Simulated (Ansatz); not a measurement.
# CH3Mg+: one structure at several levels

An exercise on one series of results from a longer session: the logs are not shown, and one member is left open.

Computed with Ansatz 0.2.0, Gaussian basis. Level: single points in def2-TZVPP.

Correlated methods freeze the cores. The outer core shell of Li, Na, Mg and K is correlated.

## Starting geometry

SMILES `[CH2+][MgH]`, 5 atoms, charge 1, spin multiplicity 1.

Atoms are counted from 1 here; the program's logs count them from 0.

Bond lengths: C1–Mg2 2.161 Å, C1–H3 1.024 Å, C1–H4 1.045 Å, Mg2–H5 1.607 Å. Angles: Mg2–C1–H3 117.7°, Mg2–C1–H4 116.8°, H3–C1–H4 104.2°, C1–Mg2–H5 148.8°.

Geometry (Å):

| atom | x (Å) | y (Å) | z (Å) |
| --- | --- | --- | --- |
| C1 | -0.2209 | -0.9814 | 0.1776 |
| Mg2 | 0.3540 | 0.8312 | -0.8500 |
| H3 | -1.1818 | -1.0474 | 0.5263 |
| H4 | 0.3683 | -1.2678 | 0.9923 |
| H5 | 0.6146 | 2.4159 | -0.7990 |

Set-up of the first run:

Input file run/in.yaml:

```yaml
crystal:
  periodic: [false, false, false]
  atoms:
    - {symbol: C, position_ang: [-0.220900, -0.981400, 0.177600]}
    - {symbol: Mg, position_ang: [0.354000, 0.831200, -0.850000]}
    - {symbol: H, position_ang: [-1.181800, -1.047400, 0.526300]}
    - {symbol: H, position_ang: [0.368300, -1.267800, 0.992300]}
    - {symbol: H, position_ang: [0.614600, 2.415900, -0.799000]}
basis:
  gaussian: {orbitals: def2-TZVPP}
total_charge: 1
correlation: {method: ccsd_t}
output: {forces: true}
```

The command line of these runs was not kept.

Among the steps run: CCSD(T)/def2-TZVPP; PBE0-D4/def2-TZVPP; wB97M-V/def2-TZVPP; r2SCAN-D4/def2-TZVPP; PBE-D4/def2-TZVPP; SPW92/def2-TZVPP; CAM-B3LYP-D4/def2-TZVPP.

One of the session's tables, all rows but one given; the rest of the session is left out.

```
      method  RMS force component (eV/Å)  angle to CCSD(T) forces (°)
     CCSD(T)                       1.228                    reference
     PBE0-D4                       1.279                          6.8
     wB97M-V                       1.202                          1.2
   r2SCAN-D4                       1.287                         10.3
      PBE-D4                           ?                            ?
       SPW92                       1.497                         16.2
CAM-B3LYP-D4                       1.223                          2.9
```

Q: Estimate the row for PBE-D4 from the others.

As computed: RMS force component (eV/Å): 1.395; angle to CCSD(T) forces (°): 13.3. In the column «RMS force component (eV/Å)» it lies between r2SCAN-D4 (1.287) and SPW92 (1.497).
